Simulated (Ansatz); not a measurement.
Ansatz (a first-principles code) input (CCSD(T)/aug-cc-pVDZ):

Ansatz 0.2 input:
```yaml
crystal:
  periodic: [false, false, false]
  atoms:
    - {symbol: F, position_ang: [-0.00000000, -0.00000000, -0.09245367]}
    - {symbol: H, position_ang: [0.00000000, 0.00000000, 0.83208299]}
basis:
  gaussian:
    orbitals: aug-cc-pVDZ
magnetization: {spin_polarized: false}
correlation: {method: ccsd_t, electrons: outside_noble_gas}
output: {forces: true}
```

Output:

```
Functional definition: HF
integrals: 0.00 GiB planned
292 factors; integrals over basis functions are off by at most 1.1e-3 eV
mean field: 0.05 GiB planned
mean field evaluation 1: about -2721.0768 eV, gradient 2.4e1 eV
mean field evaluation 2: about -2721.0767 eV, gradient 2.4e1 eV
mean field evaluation 4: about -2722.0347 eV, gradient 1.2e0 eV
mean field evaluation 8: about -2722.0392 eV, gradient 4.9e-5 eV
mean field evaluation 16: about -2722.0388 eV, gradient 3.1e-1 eV
mean field -2722.03919275 eV, -100.0330952691 hartree, gradient 9.0e-7 eV, S^2 0.000000; 0 other end points of the search recorded, 0 dependent functions left out
1 core orbitals not correlated
reference -2722.03919275 eV, -100.0330952691 hartree; 4, 4 occupied and 27, 27 virtual orbitals, 292 factors
densities: 0.06 GiB planned
second order -6.06018716 eV of doubles, -0.00000000 eV of singles
coupled cluster: 0.05 GiB planned
cycle   1  -6.02589388 eV  change    3.4e-2 eV  update   5.2e-2
cycle   2  -6.13358082 eV  change   -1.1e-1 eV  update   1.3e-2
cycle   3  -6.16332287 eV  change   -3.0e-2 eV  update   6.5e-3
cycle   4  -6.16035060 eV  change    3.0e-3 eV  update   8.2e-4
cycle   5  -6.15991378 eV  change    4.4e-4 eV  update   2.3e-4
cycle   6  -6.15997951 eV  change   -6.6e-5 eV  update   6.2e-5
cycle   7  -6.15996153 eV  change    1.8e-5 eV  update   1.6e-5
cycle   8  -6.15995298 eV  change    8.5e-6 eV  update   4.6e-6
perturbative correction -0.11348808 eV, -0.0041706099 hartree
the calculation of the forces begins
Total energy: -2728.31263381 eV, -100.2636399758 hartree
Atom 0 at    -0.000000    -0.000000    -0.092454 Å, force    -0.000000    -0.000000     0.025675 eV/Å
Atom 1 at     0.000000     0.000000     0.832083 Å, force     0.000000    -0.000000    -0.025675 eV/Å
Dipole moment:     0.000000     0.000000     0.374575 e Å
```
